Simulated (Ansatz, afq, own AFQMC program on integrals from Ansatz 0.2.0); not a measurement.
Two steps: Ansatz 0.2.0 writes the Fock matrix and Cholesky factors of the valence space, and afq projects on them the lowest state that overlaps trial and start.

```yaml
crystal:
  periodic: [false, false, false]
  atoms:
    - {symbol: Cl, position_ang: [0.000000, 0.000000, 0.000000]}
    - {symbol: H, position_ang: [0.000000, 0.000000, 1.278800]}
basis:
  gaussian: {orbitals: cc-pVTZ}
magnetization: {spin_polarized: false}
correlation: {method: ccsd_t, electrons: outside_noble_gas, hamiltonian_folder: ham}
```

```sh
$ ansatz run in.yaml --threads 1 --pin off --events-out ev --progress --plain --max-ram 1843MiB
```

Options of the walk:

```
--method phaseless --trial hf --walkers 120 --populations 1 --least-time 40 --time-step 0.005 --steps-per-block 20 --equilibration-blocks 112 --max-blocks 600 --target-error 0.00102 --factor-cut 1e-05 --seed 2590 --taylor-order 6
```

Times are imaginary, in 1/Eh. The walk had a cap of 664 s.

```
orbitals 43  electrons 4 4  factors 266 of 274
reference energy -460.10676665 Eh
CCSD correlation -0.22278655 Eh in 8 cycles, weight of the determinant in the CISD state 0.9195
energy of the start -460.106767 Eh
 block  time / (1/Eh)  mean weight  energy / Eh
     1     0.100  1.0008  -460.163359
     2     0.200  1.0017  -460.208150
     3     0.300  1.0005  -460.245353
     4     0.400  1.0005  -460.259272
     5     0.500  1.0002  -460.278014
     7     0.700  1.0013  -460.293830
     9     0.900  1.0013  -460.302329
    18     1.800  1.0001  -460.333120
    52     5.200  1.0006  -460.333546
    86     8.600  1.0006  -460.331475
   120    12.000  1.0002  -460.343412
   137    13.700  0.9999  -460.385105
   154    15.400  1.0015  -460.350687
   188    18.800  1.0020  -460.351667
   222    22.200  0.9995  -460.341263
   256    25.600  0.9994  -460.341565
   290    29.000  1.0010  -460.364694
   324    32.400  0.9996  -460.305724
   358    35.800  0.9993  -460.336254
   392    39.200  0.9992  -460.354182
   426    42.600  0.9981  -460.319361
   460    46.000  0.9987  -460.339243
   494    49.400  1.0000  -460.355632
   528    52.800  1.0016  -460.340979
   562    56.200  0.9997  -460.334008
   596    59.600  1.0006  -460.347205
   630    63.000  0.9999  -460.337914
   664    66.400  0.9975  -460.316010
   698    69.800  0.9987  -460.356109
blocks merged  error / Eh  count
     1  0.000609  600
     2  0.000818  300
     4  0.001050  150
     8  0.001347  75
    16  0.001694  37
    32  0.001774  18
    64  0.001551  9
energy -460.340338 +/- 0.001774 Eh
(rows thinned)
```

(1) Estimate how long the walk took on 1 thread of Arm Neoverse V1 (shared host).

The run passed its tests (sampling time, drift between the halves within three errors, error under three times the target), which doesn't prove that it has relaxed.

Against this walk (error 48.3 meV) on the same determinant: CCSD(T) 85.0 meV higher (within the noise), CCSDT(Q) 63.5 meV higher (within the noise), a separate phaseless walk with a CISD trial and standard settings 58.9 ± 49.0 meV higher (within the noise). The error is statistical and leaves out the bias of the constraint.

Cautions: constraint bias not in the error; error above the target (48.3 against 27.8 meV).

Answers

(1) 2.8 min of wall time.

CCSDT and higher add their correlation energy to the determinant of the CCSD(T) run, since their own runs factorise the integrals more tightly (a shift of under 2 meV). A walk keeps the symmetry of its determinant, which the program's search chose and which needn't be the lowest solution, so a lower state of the same spin and another symmetry isn't excluded.
